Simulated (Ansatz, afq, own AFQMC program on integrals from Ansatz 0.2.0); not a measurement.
## H₃O, doublet: AFQMC among the cluster methods

```xyz
4

O    -0.1602   -0.0491    0.0000
H    -0.4095    0.8775    0.0000
H     0.9348   -0.0491    0.0000
H     2.0168   -0.0491    0.0000
```

Basis cc-pVTZ. Noble-gas cores (and the filled d shells of Ga–Kr and In–Xe) are frozen. Integrals, coupled cluster, full CI and functionals: Ansatz 0.2.0; the random walks run on the same integrals in our own AFQMC program. ph-AFQMC/CISD is guided by a CISD state made of CCSD amplitudes; releasing the constraint for a short imaginary time cuts its bias at the price of noise, slowly where states lie close. Error bars are statistical, one sigma.

Determinant: UHF, the one that the program's search chose, which needn't be the lowest solution. The geometry is a point of a scan.

No full CI on the walks' own integrals is used here; CCSDT(Q) serves as the reference and is uncertain by about the last step of the cluster series.

The T1 diagnostic is 0.0143, the weight of the determinant in the CISD state is 0.926 and the ⟨S²⟩ of the determinant is 0.775. The size of the correlated space is 9 electrons in 71 orbitals.

Reference: CCSDT(Q), correlation energy -7.877 eV. The released energy is read at 2.40 1/Eh (meV from the phaseless value at times in 1/Eh: -4 ± 3 at 0.24, -17 ± 4 at 0.51, -19 ± 3 at 0.99, -12 ± 4 at 1.62, -15 ± 5 at 2.40).

```csv
level,E − E(reference) (meV),share of correlation (%)
HF,7877.3,0.00
MP2,511.0,93.51
CCSD,259.4,96.71
CCSD(T),18.7,99.76
CCSDT,13.2,99.83
ph-AFQMC/CISD,12.5 ± 4.9,99.84
released AFQMC,-2.1 ± 4.5,100.03
```

A walk keeps the symmetry of its determinant, which the program's search chose and which needn't be the lowest solution, so a lower state of the same spin and another symmetry isn't excluded. Released energies are given only where the last usable release times agree within the noise; a slower fall can still hide under it.
